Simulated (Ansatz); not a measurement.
# N2H4 (singlet): from Hartree-Fock to the top rungs, cc-pVDZ

An exercise on one series of results from a longer session: the logs are not shown, and one member is left open.

The runs use Ansatz 0.2.0, Gaussian basis; cc-pVDZ, core rule «outside noble gas», up to 2 orbitals frozen.

To be run: UHF; CCSD(T) on RHF; BCCD(T) on RHF; CISD; CCSDT(Q) on RHF; CCSDTQ on RHF; CASSCF and MRCISD+Q, 14 electrons in 12 orbitals; CASSCF and NEVPT2, 14 electrons in 12 orbitals.

14 further runs of the same task are left out: 1 that didn't finish, 13 set aside as unsound or not needed.

## The geometry

The geometry is an MP2(full)/6-31G* stationary point (not a proven minimum).

6 atoms, charge 0, spin multiplicity 1.

Atoms are counted from 1 here; the program's logs count them from 0.

Bond lengths: N1–N2 1.438 Å, N1–H3 1.020 Å, N1–H4 1.016 Å, N2–H5 1.020 Å, N2–H6 1.016 Å. Angles: N2–N1–H3 111.5°, N2–N1–H4 106.4°, H3–N1–H4 107.0°, N1–N2–H5 111.5°, N1–N2–H6 106.4°, H5–N2–H6 107.0°.

Set-up of the first run:

in.yaml

```yaml
crystal:
  periodic: [false, false, false]
  atoms:
    - {symbol: N, position_ang: [0.000000, 0.718959, -0.043984]}
    - {symbol: N, position_ang: [0.000000, -0.718959, -0.043984]}
    - {symbol: H, position_ang: [0.211082, 1.092752, 0.881590]}
    - {symbol: H, position_ang: [-0.948214, 1.005026, -0.270375]}
    - {symbol: H, position_ang: [-0.211082, -1.092752, 0.881590]}
    - {symbol: H, position_ang: [0.948214, -1.005026, -0.270375]}
basis:
  gaussian: {orbitals: cc-pVDZ}
magnetization: {spin_polarized: true, initial_magnetization: 0}
hamiltonian: {xc: hf}
output: {orbitals: {seedname: orbitals}}
```

On the command line:

```console
$ ansatz run in.yaml --threads 1 --pin off --events-out ev --progress --plain --max-ram 2746MiB --backend cpu
```

Steps of the session up to this table: UHF; CCSD(T) on RHF; BCCD(T) on RHF; CISD; CCSDT(Q) on RHF; CCSDTQ on RHF; CASSCF and MRCISD+Q, 14 electrons in 12 orbitals; CASSCF and NEVPT2, 14 electrons in 12 orbitals.

One of the session's tables, all rows but one given; the rest of the session is left out.

```
          method  from RCCSDTQ (kcal/mol)
             RHF                  +242.10
            RMP2                   +21.99
            CISD                   +25.77
           RCCSD                    +6.27
        RCCSD(T)                    +0.73
         BCCD(T)                    +0.73
          RCCSDT                    +0.47
       RCCSDT(Q)                    -0.04
         RCCSDTQ                        0
  CASSCF valence                  +157.70
  NEVPT2 valence                   +28.37
  MRCISD valence                        ?
MRCISD+Q valence                    +0.72
```

**Question.** Estimate the row for MRCISD valence.

The run gave: from RCCSDTQ (kcal/mol): +10.61. In the column «from RCCSDTQ (kcal/mol)» it lies between RCCSD (+6.27) and RMP2 (+21.99).
